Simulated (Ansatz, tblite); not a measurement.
# C₂H₆Si: isomers side by side, part 2 of 2

Aim: relax some chosen isomers of C₂H₆Si, and see how the levels of theory order them.

Ansatz 0.2.0, Gaussian basis; relaxed with PBE0-D4/def2-TZVP, singlet. Earlier steps stand in the parts before.

## (14) Candidate B, PBE-D4/def2-SVP

in.yaml

```yaml
crystal:
  periodic: [false, false, false]
  atoms:
    - {symbol: C, position_ang: [1.426325, -0.012358, -0.049407]}
    - {symbol: C, position_ang: [-1.426298, 0.010987, -0.046376]}
    - {symbol: Si, position_ang: [-0.001243, 0.009063, -1.299961]}
    - {symbol: H, position_ang: [1.364165, -0.922561, 0.561615]}
    - {symbol: H, position_ang: [1.337424, 0.830455, 0.647765]}
    - {symbol: H, position_ang: [2.411376, 0.022396, -0.516745]}
    - {symbol: H, position_ang: [-1.368322, 0.921069, 0.565636]}
    - {symbol: H, position_ang: [-1.331377, -0.831959, 0.649502]}
    - {symbol: H, position_ang: [-2.412041, -0.027102, -0.512018]}
basis:
  gaussian: {orbitals: def2-SVP, initial_orbitals: start.molden}
hamiltonian: {xc: pbe, dispersion: d4}
scf: {omitted_lower_state_checks: [starts]}
output: {orbitals: {seedname: orbitals}}
```

Started as:

```
$ ansatz run in.yaml --threads 2 --pin off --events-out ev --progress --plain --max-ram 4352MiB
```

Log:

```text
Functional definition: PBE
  name "PBE"
  cite "Perdew, Burke & Ernzerhof, Phys. Rev. Lett. 77, 3865 (1996) doi:10.1103/PhysRevLett.77.3865"
  parent pbe
  parameter kappa = 0.804
  parameter beta = 0.06672455060314922
  exchange = pbe_x(kappa = kappa, mu = beta*pi^2/3)
  correlation = pbe_c(beta = beta)
these checks for a lower state are left out or cut short: starts
860 factors; their error is unknown
mean field evaluation 1: about -10036.6487 eV, gradient 6.2e0 eV
mean field evaluation 2: about -10036.7564 eV, gradient 8.5e-2 eV
mean field evaluation 4: about -10036.7067 eV, gradient 1.1e-4 eV
mean field -10036.70668347 eV, -368.8421674935 hartree, gradient 8.1e-6 eV, S^2 0.000000; 0 other end points of the search recorded, 0 dependent functions left out
reference -10036.70671524 eV, -368.8421686611 hartree; 16, 16 occupied and 60, 60 virtual orbitals, 860 factors
Total energy: -10036.85923226 eV, -368.8477735580 hartree
Checks for a lower state left out: starts
```

It took 0.45 s on 2 threads of AMD EPYC 9R45, shared host.

From the report: HOMO -4.81 eV, LUMO -2.92 eV.

## (15) Candidate B, PBE0-D4/def2-SVP

in.yaml, as its differences from that of step 14:

```diff
@@ -14,3 +14,3 @@
   gaussian: {orbitals: def2-SVP, initial_orbitals: start.molden}
-hamiltonian: {xc: pbe, dispersion: d4}
+hamiltonian: {xc: pbe0, dispersion: d4}
 scf: {omitted_lower_state_checks: [starts]}
```

The command is unchanged.

Log:

```text
Functional definition: PBE0
  name "PBE0"
  cite "Adamo & Barone, J. Chem. Phys. 110, 6158 (1999) doi:10.1063/1.478522"
  cite "Perdew, Burke & Ernzerhof, Phys. Rev. Lett. 77, 3865 (1996) doi:10.1103/PhysRevLett.77.3865"
  parent pbe
  parameter a = 0.25
  parameter kappa = 0.804
  parameter beta = 0.06672455060314922
  exchange = (1 - a)*pbe_x(kappa = kappa, mu = beta*pi^2/3) + a*exact_x
  correlation = pbe_c(beta = beta)
these checks for a lower state are left out or cut short: starts
860 factors; their error is unknown
mean field evaluation 1: about -10037.8874 eV, gradient 4.5e0 eV
mean field evaluation 2: about -10037.9449 eV, gradient 4.4e-2 eV
mean field evaluation 4: about -10037.9957 eV, gradient 6.2e-5 eV
mean field -10037.99568341 eV, -368.8895373675 hartree, gradient 6.3e-5 eV, S^2 0.000000; 0 other end points of the search recorded, 0 dependent functions left out
reference -10037.99570800 eV, -368.8895382711 hartree; 16, 16 occupied and 60, 60 virtual orbitals, 860 factors
Total energy: -10038.12261941 eV, -368.8942021793 hartree
Checks for a lower state left out: starts
```

Wall time 0.4 s (2 threads of AMD EPYC 9R45, shared host).

HOMO -5.87 eV, LUMO -2.07 eV.

## (16) Candidate B, HF/STO-3G

in.yaml, as its differences from that of step 15:

```diff
@@ -13,4 +13,4 @@
 basis:
-  gaussian: {orbitals: def2-SVP, initial_orbitals: start.molden}
-hamiltonian: {xc: pbe0, dispersion: d4}
+  gaussian: {orbitals: STO-3G}
+hamiltonian: {xc: hf}
 scf: {omitted_lower_state_checks: [starts]}
```

Same command.

Log:

```text
Functional definition: HF
  name "HF"
  cite "Fock, Z. Phys. 61, 126 (1930) doi:10.1007/BF01340294"
  parent pbe
  exchange = exact_x
  correlation = 0
these checks for a lower state are left out or cut short: starts
317 factors; integrals over basis functions are off by at most 3.2e-5 eV
mean field evaluation 1: about -9900.7724 eV, gradient 9.6e0 eV
mean field evaluation 2: about -9900.8695 eV, gradient 9.5e0 eV
mean field evaluation 4: about -9901.2646 eV, gradient 5.8e-1 eV
mean field evaluation 8: about -9901.2658 eV, gradient 5.9e-6 eV
mean field -9901.26576952 eV, -363.8648057110 hartree, gradient 1.4e-5 eV, S^2 0.000000; 0 other end points of the search recorded, 0 dependent functions left out
reference -9901.26576952 eV, -363.8648057110 hartree; 16, 16 occupied and 9, 9 virtual orbitals, 317 factors
Total energy: -9901.26576952 eV, -363.8648057110 hartree
Checks for a lower state left out: starts
```

Run time: 0.1 s. Hardware: 2 threads of AMD EPYC 9R45, shared host.

From the report: HOMO -5.80 eV, LUMO 6.26 eV.

## (17) Candidate B, CCSD(T)/def2-TZVPP

in.yaml, as its differences from that of step 16:

```diff
@@ -13,4 +13,4 @@
 basis:
-  gaussian: {orbitals: STO-3G}
-hamiltonian: {xc: hf}
+  gaussian: {orbitals: def2-TZVPP, initial_orbitals: start.molden}
+correlation: {method: ccsd_t}
 scf: {omitted_lower_state_checks: [starts]}
```

The command is unchanged.

Log (excerpt; [...] marks lines left out):

```text
Functional definition: HF
  name "HF"
  cite "Fock, Z. Phys. 61, 126 (1930) doi:10.1007/BF01340294"
  parent pbe
[...]
1068 factors; integrals over basis functions are off by at most 1.0e-3 eV
[...]
mean field -10017.90764179 eV, -368.1513154542 hartree, gradient 2.0e-6 eV, S^2 0.000000; 0 other end points of the search recorded, 0 dependent functions left out; unrestricted orbitals would lower it
7 core orbitals not correlated: weight in the atoms' cores, before any rotation towards them, 1.000 or more for the frozen orbitals, at most 0.000 for the correlated occupied ones
reference -10017.90764179 eV, -368.1513154542 hartree; 9, 9 occupied and 172, 172 virtual orbitals, 1068 factors
second order -12.60590759 eV of doubles, -0.00000000 eV of singles
cycle   1  -13.37615050 eV  change   -7.7e-1 eV  update   8.1e-2
[...]
cycle   9  -13.81043575 eV  change    2.5e-6 eV  update   1.5e-5
perturbative correction -0.53873336 eV, -0.0197980859 hartree
Total energy: -10032.25681091 eV, -368.6786376929 hartree
Checks for a lower state left out: starts
```

It took 13 s on 2 threads of AMD EPYC 9R45, shared host; peak memory 1.9 GiB.

From the report: Hartree-Fock HOMO -8.25 eV, LUMO 1.09 eV; T1 0.012. Doubts: restricted state is unstable towards broken spin symmetry.

## (18) Candidate B, MP2/def2-TZVP

in.yaml, as its differences from that of step 17:

```diff
@@ -13,4 +13,4 @@
 basis:
-  gaussian: {orbitals: def2-TZVPP, initial_orbitals: start.molden}
-correlation: {method: ccsd_t}
+  gaussian: {orbitals: def2-TZVP, initial_orbitals: start.molden}
+correlation: {method: mp2}
 scf: {omitted_lower_state_checks: [starts]}
```

The command is unchanged.

Log (excerpt; [...] marks lines left out):

```text
Functional definition: HF
  name "HF"
  cite "Fock, Z. Phys. 61, 126 (1930) doi:10.1007/BF01340294"
  parent pbe
[...]
908 factors; integrals over basis functions are off by at most 1.1e-3 eV
[...]
mean field -10017.84662890 eV, -368.1490732717 hartree, gradient 2.1e-6 eV, S^2 0.000000; 0 other end points of the search recorded, 0 dependent functions left out; unrestricted orbitals would lower it
7 core orbitals not correlated: weight in the atoms' cores, before any rotation towards them, 1.000 or more for the frozen orbitals, at most 0.000 for the correlated occupied ones
reference -10017.84662890 eV, -368.1490732717 hartree; 9, 9 occupied and 119, 119 virtual orbitals, 908 factors
second order -12.11414628 eV of doubles, -0.00000000 eV of singles
Total energy: -10029.96077518 eV, -368.5942599361 hartree
Checks for a lower state left out: starts
```

Run time: 0.65 s. Hardware: 2 threads of AMD EPYC 9R45, shared host.

Hartree-Fock HOMO -8.25 eV, LUMO 1.08 eV. Doubts: restricted state is unstable towards broken spin symmetry.

## (19) B against A

The energies of A at these levels come from its own runs, whose logs aren't repeated here.

Differences are taken before rounding.

| method | B above A (kJ/mol) | from CCSD(T)/def2-TZVPP (kJ/mol) | time |
| --- | --- | --- | --- |
| GFN1-xTB | 137.1 | +96.4 | 0.007 s |
| GFN2-xTB | 67.8 | +27.0 | 0.004 s |
| HF/STO-3G | -23.3 | -64.0 | 0.2 s |
| HF/def2-TZVP | 64.7 | +23.9 |  |
| HF/def2-TZVPP | 62.8 | +22.0 |  |
| PBE-D4/def2-SVP | 34.7 | -6.0 | 0.8 s |
| PBE-D4/def2-TZVP | 32.0 | -8.8 | 1.8 s |
| r2SCAN-D4/def2-TZVP | 44.8 | +4.0 | 2.3 s |
| PBE0-D4/def2-SVP | 33.5 | -7.2 | 0.8 s |
| PBE0-D4/def2-TZVP | 33.6 | -7.1 | 1.6 s |
| LC-ωPBE/def2-TZVP | 38.7 | -2.0 | 1.6 s |
| ωB97M-V/def2-TZVP | 32.5 | -8.2 | 4.3 s |
| PBE-QIDH/def2-TZVP | 39.7 | -1.1 | 2.4 s |
| MP2/def2-TZVP | 45.9 | +5.2 | 1.1 s |
| MP2/def2-TZVPP | 43.9 | +3.1 |  |
| CCSD/def2-TZVPP | 39.5 | -1.3 |  |
| CCSD(T)/def2-TZVPP | 40.8 | 0 | 24 s |

Among the levels timed on like hardware and quicker than the yardstick, those that no quicker one beats, quickest first: GFN2-xTB (0.004 s, +27.0 kJ/mol); PBE-D4/def2-SVP (0.8 s, -6.0 kJ/mol); MP2/def2-TZVP (1.1 s, +5.2 kJ/mol); LC-ωPBE/def2-TZVP (1.6 s, -2.0 kJ/mol); PBE-QIDH/def2-TZVP (2.4 s, -1.1 kJ/mol).

Times add the two runs; a level without a time comes out of a correlated run. The closed-shell reference under CCSD(T)/def2-TZVPP is unstable towards broken spin symmetry, which adds to the doubt on it.

## (20) Summary of results

What follows sums up all 2 parts.

```
                     quantity         value
B above A, CCSD(T)/def2-TZVPP  +40.8 kJ/mol
      levels that put B lower     HF/STO-3G
```

**Reading.** The levels disagree on B and A: 1 of 17 put B lower. The reference is CCSD(T) in one finite basis, so it carries an error of its own, often a tenth of an eV or more, and near misses can't be ranked. Only these isomers were run, one conformer each; others of the formula can lie lower. Only singlets are compared; another spin may lie lower and prefer another shape.
